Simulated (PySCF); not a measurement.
Species, as SMILES: OCl (OH-Cl).
Geometry (B3LYP-D3(BJ)/def2-TZVP, fixed):
```xyz
3

O      0.0220     1.1044    -0.0012
H     -0.9233     1.3146     0.0160
Cl     0.0439    -0.5970    -0.0004
```
Charge 0, spin multiplicity 1.

Basis-set convergence of the isotropic shielding of O1 at PBE0 with PySCF. GIAO, no density fitting; atoms are numbered in the order shown. All functions are spherical. Core-valence sets carry the plain set on hydrogen. No added dispersion term, no relativity. Reference: the value in pcSseg-3, 350.39 ppm, itself unsure by roughly 2.29 ppm (its mean distance from pcseg-3, pcSseg-2).

```json
[
 {"basis": "STO-3G", "functions": "15", "isotropic shielding of O1 (ppm)": "240.06"},
 {"basis": "pcSseg-0", "functions": "24", "isotropic shielding of O1 (ppm)": "298.27"},
 {"basis": "pcseg-0", "functions": "24", "isotropic shielding of O1 (ppm)": "___"},
 {"basis": "def2-SV(P)", "functions": "34", "isotropic shielding of O1 (ppm)": "328.43"},
 {"basis": "6-31+G*", "functions": "42", "isotropic shielding of O1 (ppm)": "335.38"},
 {"basis": "pcSseg-1", "functions": "46", "isotropic shielding of O1 (ppm)": "336.32"},
 {"basis": "jun-cc-pV(T+d)Z", "functions": "101", "isotropic shielding of O1 (ppm)": "___"},
 {"basis": "cc-pCVTZ", "functions": "116", "isotropic shielding of O1 (ppm)": "___"},
 {"basis": "def2-QZVPPD", "functions": "178", "isotropic shielding of O1 (ppm)": "___"}
]
```

Problem. Complete the blanks.

Solution. 
- pcseg-0, isotropic shielding of O1 (ppm): 312.76
- jun-cc-pV(T+d)Z, isotropic shielding of O1 (ppm): 349.18
- cc-pCVTZ, isotropic shielding of O1 (ppm): 352.33
- def2-QZVPPD, isotropic shielding of O1 (ppm): 350.86
